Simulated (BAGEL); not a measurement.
# BPNH7 (SMILES [NH3+][BH2-]P): HF/6-311+G(d,p) (density fitting with qzvpp-jkfit)

Aim: the vertical singlet–triplet gap of BPNH7 at HF/6-311+G** (density fitting with qzvpp-jkfit), from 2 runs. 

Program for the calculation: BAGEL 1.2.2.

**1. The structure to begin with**

The species is BPNH7 (10 atoms), meant as a singlet with charge 0. SMILES: `[NH3+][BH2-]P`. The coordinates come from a GFN2-xTB relaxation. This is one conformer, not always the lowest.

Bond lengths: N1–B2 1.644 Å, B2–P3 1.978 Å, N1–H4 1.015 Å, N1–H5 1.016 Å, N1–H6 1.016 Å, B2–H7 1.186 Å, B2–H8 1.188 Å, P3–H9 1.379 Å, P3–H10 1.387 Å. Some angles: N1–B2–P3 103.7°, N1–B2–H7 107.1°, N1–B2–H8 106.6°, P3–B2–H7 113.7°, P3–B2–H8 110.2°, B2–N1–H4 110.6°, B2–N1–H5 107.9°, B2–N1–H6 108.8°, B2–P3–H9 96.6°, B2–P3–H10 98.2°.

**2. The energy at HF/6-311+G(d,p) (density fitting with qzvpp-jkfit)**

hf.json reads:

```json
{ "bagel": [

{
  "title": "molecule",
  "basis": "6-311+gss.json",
  "df_basis": "qzvpp-jkfit",
  "angstrom": true,
  "geometry": [
    { "atom": "N", "xyz": [      -1.205340,       0.288570,      -0.473840 ] },
    { "atom": "B", "xyz": [       0.259850,      -0.450100,      -0.378530 ] },
    { "atom": "P", "xyz": [       1.285310,       0.698220,       0.863380 ] },
    { "atom": "H", "xyz": [      -1.805880,      -0.193830,      -1.135170 ] },
    { "atom": "H", "xyz": [      -1.052860,       1.247910,      -0.772380 ] },
    { "atom": "H", "xyz": [      -1.631090,       0.289680,       0.448410 ] },
    { "atom": "H", "xyz": [       0.071350,      -1.547370,       0.031540 ] },
    { "atom": "H", "xyz": [       0.734410,      -0.404510,      -1.466870 ] },
    { "atom": "H", "xyz": [       2.453360,      -0.033660,       0.829700 ] },
    { "atom": "H", "xyz": [       0.890880,       0.105090,       2.053750 ] }
  ]
},

{ "title": "hf" },

{ "title": "print", "file": "orbitals.molden", "orbitals": true }

]}
```

The basis set 6-311+G** is read from a file made from the Basis Set Exchange's data (not shown).

On the command line:

```console
BAGEL_NUM_THREADS=1 BAGEL hf.json > hf.out
```

The log of the run:

```text
* using 1 threads per process

  ===============================================================
  ===============================================================

  *** Geometry ***

  { "atom" : "N", "xyz" : [     -2.277762,      0.545318,     -0.895428 ] },
  { "atom" : "B", "xyz" : [      0.491045,     -0.850566,     -0.715318 ] },
  { "atom" : "P", "xyz" : [      2.428884,      1.319445,      1.631552 ] },
  { "atom" : "H", "xyz" : [     -3.412619,     -0.366286,     -2.145160 ] },
  { "atom" : "H", "xyz" : [     -1.989617,      2.358208,     -1.459587 ] },
  { "atom" : "H", "xyz" : [     -3.082313,      0.547416,      0.847372 ] },
  { "atom" : "H", "xyz" : [      0.134832,     -2.924106,      0.059602 ] },
  { "atom" : "H", "xyz" : [      1.387834,     -0.764413,     -2.771983 ] },
  { "atom" : "H", "xyz" : [      4.636178,     -0.063608,      1.567906 ] },
  { "atom" : "H", "xyz" : [      1.683519,      0.198591,      3.881025 ] },

  Number of auxiliary basis functions:      406

  Since a DF basis is specified, we compute 2- and 3-index integrals:
    o Being stored without compression. Storage requirement is 0.044 GB

  Number of basis functions:      116
  Number of electrons      :       34

    * METHOD: MOLECULE                             0.19

  *** RHF ***

  === Nuclear Repulsion ===
   106.3007766183

      * DIIS with orbital gradients will be used.

  === RHF iteration (6-311+gss.json) ===
      0       -423.76296864          0.02245172           0.07
      1       -423.92217325          0.01249538           0.07
      2       -423.97169283          0.00172292           0.07
      3       -423.97413043          0.00026396           0.07
      4       -423.97421760          0.00009653           0.07
      5       -423.97422884          0.00002214           0.07
      6       -423.97422958          0.00000485           0.07
      7       -423.97422961          0.00000140           0.07
      8       -423.97422961          0.00000035           0.07
      9       -423.97422962          0.00000013           0.07
     10       -423.97422962          0.00000004           0.08
     11       -423.97422962          0.00000002           0.07
     12       -423.97422962          0.00000001           0.07
    * SCF iteration converged.

    * Permanent dipole moment:
           (    2.104307,    -0.246294,     0.491109) a.u.

    * METHOD: HF                                   1.14

    * METHOD: PRINT                                0.02

  ===============================================================
```

Wall time 1.5 s (1 thread of Arm Neoverse V2, shared host); peak memory 0.13 GiB.

**3. The triplet, same level**

hf.json, as its differences from that of step 2:

```diff
@@ -21,5 +21,12 @@
 
-{ "title": "hf" },
+{
+  "title": "uhf",
+  "nopen": 2
+},
 
-{ "title": "print", "file": "orbitals.molden", "orbitals": true }
+{
+  "title": "print",
+  "file": "orbitals.molden",
+  "orbitals": true
+}
```

The basis set 6-311+G** is read from a file made from the Basis Set Exchange's data (not shown).

On the command line:

```console
BAGEL_NUM_THREADS=1 BAGEL hf.json > hf.out
```

The log of the run:

```text
* using 1 threads per process

  ===============================================================
  ===============================================================

  *** Geometry ***

  { "atom" : "N", "xyz" : [     -2.277762,      0.545318,     -0.895428 ] },
  { "atom" : "B", "xyz" : [      0.491045,     -0.850566,     -0.715318 ] },
  { "atom" : "P", "xyz" : [      2.428884,      1.319445,      1.631552 ] },
  { "atom" : "H", "xyz" : [     -3.412619,     -0.366286,     -2.145160 ] },
  { "atom" : "H", "xyz" : [     -1.989617,      2.358208,     -1.459587 ] },
  { "atom" : "H", "xyz" : [     -3.082313,      0.547416,      0.847372 ] },
  { "atom" : "H", "xyz" : [      0.134832,     -2.924106,      0.059602 ] },
  { "atom" : "H", "xyz" : [      1.387834,     -0.764413,     -2.771983 ] },
  { "atom" : "H", "xyz" : [      4.636178,     -0.063608,      1.567906 ] },
  { "atom" : "H", "xyz" : [      1.683519,      0.198591,      3.881025 ] },

  Number of auxiliary basis functions:      406

  Since a DF basis is specified, we compute 2- and 3-index integrals:
    o Being stored without compression. Storage requirement is 0.044 GB

  Number of basis functions:      116
  Number of electrons      :       34

    * METHOD: MOLECULE                             0.19

  *** Open-shell HF ***

  === Nuclear Repulsion ===
   106.3007766183

      * DIIS with orbital gradients will be used.

  === UHF iteration (6-311+gss.json) ===
      0       -423.49304790          0.04854929           0.14
      1       -423.70065438          0.03405135           0.15
      2       -423.77100505          0.01960893           0.15
      3       -423.80761718          0.00199535           0.15
      4       -423.81080207          0.00078816           0.15
      5       -423.81175187          0.00041155           0.15
      6       -423.81225198          0.00022428           0.15
      7       -423.81243823          0.00013638           0.15
      8       -423.81251141          0.00008722           0.15
      9       -423.81254367          0.00005136           0.15
     10       -423.81255008          0.00003813           0.15
     11       -423.81255621          0.00002066           0.15
     12       -423.81255761          0.00001258           0.15
     13       -423.81255827          0.00000717           0.15
     14       -423.81255841          0.00000412           0.15
     15       -423.81255846          0.00000238           0.15
     16       -423.81255848          0.00000138           0.15
     17       -423.81255849          0.00000062           0.15
     18       -423.81255849          0.00000028           0.15
     19       -423.81255849          0.00000015           0.15
     20       -423.81255849          0.00000007           0.15
     21       -423.81255849          0.00000005           0.15
     22       -423.81255849          0.00000003           0.15
     23       -423.81255849          0.00000002           0.15
     24       -423.81255849          0.00000001           0.15
    * SCF iteration converged.

    * S^2 (UHF) is 2.0124

    * Permanent dipole moment:
           (   -1.017769,     0.277979,    -0.154952) a.u.

    * METHOD: UHF                                  3.93

    * METHOD: PRINT                                0.02

  ===============================================================
```

It took 4.5 s on 1 thread of Arm Neoverse V2, shared host; peak memory 0.13 GiB.

**4. Outcome**

Level: HF/6-311+G** (density fitting with qzvpp-jkfit).

| quantity | value |
| --- | --- |
| singlet: total energy | -423.97423 Eh |
| singlet: dipole moment | 5.53 D |
| singlet: HOMO energy | -8.57 eV |
| singlet: LUMO energy | 1.01 eV |
| singlet: HOMO–LUMO gap | 9.58 eV |
| triplet: total energy | -423.81256 Eh |
| triplet: dipole moment | 2.71 D |
| triplet: ⟨S²⟩ | 2.012 |
| vertical energy of the triplet above the singlet | 4.399 eV |

What this shows: At this shape the triplet lies 4.40 eV (101 kcal/mol) above the singlet.
